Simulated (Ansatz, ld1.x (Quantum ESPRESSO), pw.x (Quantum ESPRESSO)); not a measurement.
## lithium (Li) (diamond): variants of one TM potential in the solid

```
Element                 : Li
Generator               : ld1.x (Quantum ESPRESSO) 7.5
Type                    : norm-conserving Troullier–Martins (Kleinman–Bylander form)
Functional              : LDA (PW92)
Relativity              : scalar-relativistic
Frozen core             : [He]
Valence charge          : 1
Reference configuration : 2s0.5 2p0 (charge +0.5)
Partial waves           : 2s (bound): rc 1.80 bohr; 2p (bound, empty): rc 4.20 bohr
Local potential         : the p channel
Core correction         : a·sin(br)/r model core, default radius (core density twice the valence density)
```

Crystal test: diamond Li in pw.x 7.5, no spin, 8³ k-points, Fermi–Dirac smearing 0.01 Ry, cutoffs set for each file from its atomic test. The reference is all-electron LAPW (Ansatz 0.2.0) with the same functional, mesh and smearing; V0 and B0 come from Birch–Murnaghan fits to the pressures at five volumes. Errors are pseudo minus all-electron; Δ is the rms difference of the E(V) curves that follow from these fits, minima aligned, over ±6 % about the mean V0. Mesh and smearing are coarse, so the numbers serve the comparison and aren't converged zero-temperature values; the lattice is a test structure that the element need not adopt.

All-electron: a0 = 5.734 Å (V0 = 23.57 Å³/atom), B0 = 5.8 GPa.

Base: The largest radius (4.20 bohr) exceeds half the bond length (2.35 bohr), so the spheres overlap, which is one possible source of error among others. This is a poor potential for the solid.

| change | cutoffs (Ry) | pw.x | a0 (Å) | a0 error (%) | B0 error (%) | Δ (meV/atom) | mean pressure error (GPa) |
| --- | --- | --- | --- | --- | --- | --- | --- |
| base | 50/200 | converged | 5.768 | +0.58 | -3.0 | 0.5 | +0.10 |
| core correction a·sin(br)/r model core inside 0.72 bohr | 50/200 | converged | 5.788 | +0.94 | -4.3 | 0.8 | +0.16 |
| core correction a·sin(br)/r model core inside 1.06 bohr | 50/200 | converged | 5.779 | +0.78 | -3.0 | 0.7 | +0.14 |
| core correction a·sin(br)/r model core inside 1.72 bohr | 50/200 | converged | 5.753 | +0.33 | -2.9 | 0.3 | +0.06 |
| core correction a·sin(br)/r model core inside 2.10 bohr | 50/200 | converged | 5.674 | -1.04 | -2.5 | 0.9 | -0.17 |

**Question.** Give the row for: core correction a·sin(br)/r model core inside 1.38 bohr.

**Answer.** pw.x: converged; mean pressure error (GPa): +0.13; a0 (Å): 5.777; a0 error (%): +0.74; B0 error (%): -3.0; Δ (meV/atom): 0.7.
